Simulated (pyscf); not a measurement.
hydrogen chloride (HCl) + Cl–SnH(Cl)–Cl → Cl–Sn(Cl)(Cl)–Cl + hydrogen (H₂) (four-centre exchange; singlet surface; Cl–H, H–Sn broken, Cl–Sn, H–H formed). PySCF, gas phase, ωB97X-D3(BJ)/def2-SVP geometries. Energies in eV from the separated reactants.

| level | barrier | reaction energy |
|---|---|---|
| ωB97X-D3(BJ)/def2-TZVP | 1.36 | -0.72 |
| PBE/def2-TZVP | 1.15 | -0.57 |
| PBE0-D3(BJ)/def2-TZVP | 1.26 | -0.58 |
| M06-2X/def2-TZVP | 1.36 | -0.73 |
| ωB97M-D3(BJ)/def2-TZVP | 1.50 | -0.54 |
| HF/def2-TZVP | 2.26 | -0.47 |

The functionals in the table span 0.36 eV in this barrier, from PBE to ωB97M-D3(BJ). On the reactant side the descent ends in a complex, 0.18 eV under the separated species and 1.54 eV under the saddle at ωB97X-D3(BJ)/def2-TZVP. This is the saddle that the search found; another between the same sides may lie lower. Elements past Kr carry the def2 core potentials, without spin-orbit coupling.
